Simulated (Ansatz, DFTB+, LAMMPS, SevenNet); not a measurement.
# How well does each level of theory give the elastic constant C13 of hcp Re?

Reference value: 206 GPa (measured, temperature not stated, not corrected to a static lattice; as tabulated in Mehl and Papaconstantopoulos (1996), arXiv:mtrl-th/9602003).

Question: What do Lennard-Jones jacobson2022, GFN1-xTB as cut by DFTB+, SevenNet-l3i5, LDA, PBE, PBEsol, r²SCAN give, and how far is each from the reference?

Answer: 
| level (code) | value (GPa) | cell (Å³/atom) | difference (%) |
|---|---|---|---|
| Lennard-Jones jacobson2022 (LAMMPS) | 329 | 14.70 | +60 |
| GFN1-xTB as cut by DFTB+ | 50.0 | 17.23 | -76 |
| SevenNet-l3i5 | 277 | 15.09 | +34 |
| LDA (Ansatz) | 246 | 14.33 | +19.4 |
| PBE (Ansatz) | 217 | 14.95 | +5.3 |
| PBEsol (Ansatz) | 233 | 14.55 | +13.1 |
| r²SCAN (Ansatz) | 230 | 14.70 | +11.7 |

The reference's temperature isn't stated, so close values are not ranked against it. Off by more than 25 %, or 35 % on the side where a correction would as a rule narrow the miss (bounds picked here): GFN1-xTB as cut by DFTB+ (-76 %), Lennard-Jones jacobson2022 (+60 %).

The reference isn't brought to a static lattice, while the calculations are for one, so the differences are not the levels' errors alone.  Density-functional levels without +SOC have no spin–orbit coupling. GFN1-xTB as cut by DFTB+: the method was fitted mainly to molecules. GFN1-xTB as cut by DFTB+: codes differ in how they cut the long-range tail of xTB's charge interaction in a crystal, so the value belongs to this code. Each level is taken at its own relaxed cell. Cutoffs differ between the levels. Ansatz's density-functional and Hartree–Fock values are scalar-relativistic unless marked +SOC, with PAW data made under PBE.

Empirical potentials (Lennard-Jones jacobson2022) are fitted to chosen data: where that held the value shown, agreement is built in, and what lay outside the fit can be far off. Machine-learned potentials (SevenNet-l3i5) are trained on DFT data: a solid inside that data is no test of them.

Differences are worked out from the printed values.

Ansatz is a program for electronic structure.
